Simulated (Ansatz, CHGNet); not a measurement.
Elastic constant C11 (GPa) of solids drawn from the class of elemental solids other than molecular ones, at two levels: the machine-learned potential CHGNet 0.3.0 (trained on PBE and PBE+U data), and r²SCAN (PAW; Ansatz, a quantum-chemistry and plane-wave program).

```json
[
 {"solid": "hcp Os", "CHGNet 0.3.0": "444", "r²SCAN": "784", "shift (%)": "+77"},
 {"solid": "fcc Ir", "CHGNet 0.3.0": "424", "r²SCAN": "633", "shift (%)": "+49"},
 {"solid": "hcp Tl", "CHGNet 0.3.0": "21.9", "r²SCAN": "33.4", "shift (%)": "+53"},
 {"solid": "diamond-structure Si", "CHGNet 0.3.0": "118", "r²SCAN": "168", "shift (%)": "+42"},
 {"solid": "bcc Ba", "CHGNet 0.3.0": "21.8", "r²SCAN": "12.9", "shift (%)": "-41"},
 {"solid": "fcc Pd", "CHGNet 0.3.0": "171", "r²SCAN": "213", "shift (%)": "+25"},
 {"solid": "hcp Y", "CHGNet 0.3.0": "50.9", "r²SCAN": "76.9", "shift (%)": "+51"},
 {"solid": "diamond", "CHGNet 0.3.0": "563", "r²SCAN": "1112", "shift (%)": "+98"},
 {"solid": "fcc Cu", "CHGNet 0.3.0": "204", "r²SCAN": "202", "shift (%)": "-1.0"},
 {"solid": "bcc Rb", "CHGNet 0.3.0": "13.5", "r²SCAN": "3.06", "shift (%)": "-77"}
]
```

The shifts run from -77 % to +98 %, with a median of +46 %.

Over all 10 rows r²SCAN is the larger in 7.

Ansatz's runs of these crystals have no spin polarisation. A magnetic state wasn't tried for fcc Pd, hcp Y with meta-GGA or hybrid levels, which favour moments.

Spin–orbit coupling is left out, also for the solids with elements from indium on (hcp Os, fcc Ir, hcp Tl, bcc Ba); its size isn't shown.

Each level is taken at its own relaxed cell. Ansatz's density-functional and Hartree–Fock values are scalar-relativistic unless marked +SOC, with PAW data made under PBE.
